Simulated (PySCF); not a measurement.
Partial charges of `CC(C)=[N+](C)C`

Compound: C5H12N (charge +1).
Cartesian coordinates in Å at the PBE0-D3(BJ)/def2-SVP level; atoms count from 1:
```xyz
18
C5H12N angstrom
C      1.0840   -0.4088   -1.3513
C      0.4678   -0.0245   -0.0541
C      1.3845    0.2200    1.0903
N     -0.8202    0.0928    0.0735
C     -1.7500   -0.0493   -1.0479
C     -1.4756    0.3783    1.3505
H      1.2925    0.5052   -1.9370
H      2.0531   -0.8918   -1.1698
H      0.4586   -1.0739   -1.9583
H      1.0188    0.9738    1.7974
H      2.3690    0.5272    0.7137
H      1.5388   -0.7274    1.6384
H     -2.5752    0.6589   -0.9003
H     -1.2632    0.1774   -2.0006
H     -2.1602   -1.0705   -1.0680
H     -0.8590    0.0598    2.1956
H     -1.6936    1.4544    1.4278
H     -2.4226   -0.1757    1.3808
```

Density: PBE0/pcSseg-1 (PySCF); schemes: Mulliken, IAO, Hirshfeld and ESP-fitted. Isolated species at its PBE0-D3(BJ)/def2-SVP geometry, gas phase.

Q: Atoms with like bonding are taken together and averaged. For which atoms does the sign change between the 4 schemes (beyond +0.03 e in one, beyond −0.03 e in another)?

A: N4.

Q: At which atom do the 4 schemes differ most?

A: At N4: from -0.595 (Mulliken) to +0.089 e (ESP-fitted), 0.684 e apart.

Q: Which atoms carry the lowest charge in the Mulliken, IAO, Hirshfeld and ESP-fitted schemes?

A: The schemes don't all agree: Mulliken N4 (-0.595); IAO C1/C3 (-0.444); Hirshfeld C1/C3 (-0.085); ESP-fitted C1/C3 (-0.536).

Q: Tabulate the Mulliken, IAO, Hirshfeld and ESP-fitted charges.

A: In e; atoms taken as equivalent share a row and are averaged (×n: the atom named and its like, n in all):

| atom | environment | Mulliken | IAO | Hirshfeld | ESP-fitted |
| --- | --- | --- | --- | --- | --- |
| C1/C3 | methyl carbon | -0.249 | -0.444 | -0.085 | -0.536 |
| C2 | C=N carbon | +0.083 | +0.270 | +0.186 | +0.445 |
| N4 | iminium nitrogen | -0.595 | +0.002 | +0.058 | +0.089 |
| C5/C6 | N-methyl carbon | -0.103 | -0.320 | -0.027 | -0.397 |
| H7 (×6) | methyl hydrogen | +0.191 | +0.192 | +0.083 | +0.199 |
| H13 (×6) | methyl hydrogen | +0.179 | +0.184 | +0.080 | +0.189 |

Mean size of the charges over all atoms: ESP-fitted 0.263 e, IAO 0.225 e, Mulliken 0.200 e, Hirshfeld 0.081 e. Each set sums to the total charge, 1, to within 0.001 e. The Mulliken scheme counts on each atom the diagonal of the density matrix times the overlap matrix over that atom's basis functions.

Q: Sum the charges by element, for elements with more than one atom.

A: 
```json
{"element": "C", "atoms": "5", "Mulliken": "-0.621", "IAO": "-1.257", "Hirshfeld": "-0.038", "ESP-fitted": "-1.422"}
{"element": "H", "atoms": "12", "Mulliken": "+2.216", "IAO": "+2.256", "Hirshfeld": "+0.980", "ESP-fitted": "+2.333"}
```

Q: How many electrons does the IAO scheme count on C5?

A: Its own charge is -0.320 e, so Z − q = 6.320.

The run behind these numbers computed NMR shieldings as well. Hardware: one thread of an Arm Neoverse V2, no GPU, on a shared host. Cost: 16 s wall.
